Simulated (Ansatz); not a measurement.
A run of Ansatz (development build ahead of 0.2.0) on singlet H2F2 in separate pieces at this shape:

```xyz
4

F     0.7100    0.0000    3.8000
F    -0.7100    0.0000    3.8000
H     0.3700    0.0000    0.0000
H    -0.3700    0.0000    0.0000
```

Its results:

```json
{
 "Converged": "yes",
 "Total energy": "-199.63472 hartree",
 "Spin squared of the determinant": "0.000"
}
```

(1) Which input gives this output? Name the method, the orbitals and the basis set, and write the input.

Answers

(1) RHF in def2-SVP. An unrestricted run that stays on the closed shell gives the same numbers.

```yaml
crystal:
  periodic: [false, false, false]
  atoms:
    - { symbol: F, position_ang: [0.71, 0.0, 3.8] }
    - { symbol: F, position_ang: [-0.71, 0.0, 3.8] }
    - { symbol: H, position_ang: [0.37, 0.0, 0.0] }
    - { symbol: H, position_ang: [-0.37, 0.0, 0.0] }
basis:
  gaussian: { orbitals: def2-SVP }
hamiltonian:
  xc: hf
```

Caution: no unrestricted run beside it, a lower state can exist.
